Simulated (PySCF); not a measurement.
Species: C3H3 (charge +1).
SMILES: `C1=C[CH+]1`

Method used: PBE0-D3(BJ)/def2-SVP geometry optimisation, gas phase in PySCF.

Masses are those of the commonest isotopes; rigid-rotor values at the optimised geometry. 

What are A, B and C (MHz)?

Ia = 16.51, Ib = 16.51, Ic = 33.03 u·Å²; 505379 MHz·u·Å²/I gives A = 30605, B = 30605, C = 15303 MHz.

Classify the top.

An oblate symmetric top, as the point group D3h requires two equal moments: κ = (2 × 30605 − 30605 − 15303)/(30605 − 15303) = 1.00.

Is it planar, by Δ = Ic − Ia − Ib?

Planar: Δ = Ic − Ia − Ib = 0.00 u·Å². For a rigid frame Δ = −2 Σ m c², so it vanishes when all atoms lie in the ab plane; here none is more than 0.01 Å from it.

The point group D3h allows no dipole (computed: 0.00 D (about the centre of mass, as the species is charged)), so a rigid rotor has no electric-dipole lines.

Not checked by PBE0-D3(BJ)/def2-SVP frequencies. Constants of a rigid frame at the computed geometry: no zero-point averaging, no centrifugal distortion.
